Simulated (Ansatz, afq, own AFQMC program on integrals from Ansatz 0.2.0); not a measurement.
**AlBH, doublet: AFQMC among the cluster methods**

```xyz
3

B     0.0000   -0.1252    1.5145
Al    0.0000    0.0331   -4.2053
H     0.0000    0.0921    2.6908
```

Connectivity, by distances: BH ··· Al.

Basis 6-31G. Noble-gas cores (and the filled d shells of Ga–Kr and In–Xe) are frozen. Ansatz 0.2.0 and our own AFQMC program on the same integrals; the CISD trial comes from CCSD amplitudes, and released means the phaseless constraint is let go. ± is one standard error of the sampling.

Determinant: UHF, the one that the program's search chose, which needn't be the lowest solution. The geometry is a point of a scan.

Full CI on the same integrals is exact in this basis and with this determinant's frozen core.

Cautions: an unrestricted solution with more broken spin lies lower (181 meV, ⟨S²⟩ 1.22), while this determinant keeps restricted orbitals; the released energies are still falling, so no released level is given (meV from the phaseless value at times in 1/Eh: -1.0 ± 2.0 at 0.24, -2.1 ± 1.7 at 0.51, -5.0 ± 1.5 at 0.99, -5.3 ± 1.0 at 1.62, -8.6 ± 1.1 at 2.40), though the last usable value meets full CI within the noise.

* T1 diagnostic: 0.0113
* weight of the determinant in the CISD state: 0.881
* ⟨S²⟩ of the determinant: 0.750
* size of the correlated space: 7 electrons in 18 orbitals

Reference: full CI, correlation energy -2.479 eV.

| level | E − E(reference) (mEh) | share of correlation (%) |
| --- | --- | --- |
| HF | 91.08 | 0.00 |
| MP2 | 36.75 | 59.65 |
| CCSD | 1.19 | 98.69 |
| CCSD(T) | 0.37 | 99.59 |
| CCSDT | 0.06 | 99.93 |
| CCSDT(Q) | 0.02 | 99.98 |
| CCSDTQ | 0.00 | 100.00 |
| ph-AFQMC/CISD | 0.29 ± 0.06 | 99.68 |

CCSDT and higher add their correlation energy to the determinant of the CCSD(T) run, since their own runs factorise the integrals more tightly (a shift of under 2 meV).
